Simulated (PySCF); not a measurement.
Propargyl chloride, C3H3Cl.
Atom-mapped SMILES: `[CH:1]#[C:2][CH2:3][Cl:4]`

A calculation gives these core lines: C 1s: 290.77 (area 1), 291.25 (area 1), 293.32 (area 1) eV; Cl 1s: 2828.62 eV; Cl 2p3/2: 206.03 eV.

Computed, not measured: delta-SCF UKS SCAN, pcX-2 on the ionised atom, pcseg-1 elsewhere, spin-free X2C (PySCF). Geometry: GFN2-xTB; no solvent, vibrations or thermal averaging.

Assign the C 1s lines to atoms.

290.77 eV: C1 (terminal alkyne carbon); 291.25 eV: C2 (alkyne carbon); 293.32 eV: C3 (sp3 C–Cl carbon). The listed C 1s values span 2.55 eV, from C1 (bonded to C (triple bond) and H) to C3 (bonded to Cl, C and 2 H).

Bonded neighbours of each site: C1: C (triple bond) and H; C2: C (triple bond) and C; C3: Cl, C and 2 H; Cl4: C.

Express the binding energy of Cl 1s of Cl4 in atomic units and per mole.

2828.62 eV = 103.9499 Eh = 272920 kJ/mol.

Spin contamination (⟨S²⟩ against 0.75 for a pure doublet) is marked for C 1s of C2 (0.86), which makes this value less certain. Spin–orbit and ligand-field terms were added within each 2p shell after the spin-free SCF. 2p1/2 minus 2p3/2 (ligand field included): Cl 1.65 eV.

The run took 12 s wall on an Arm Neoverse V1 with one thread, no GPU, shared host.
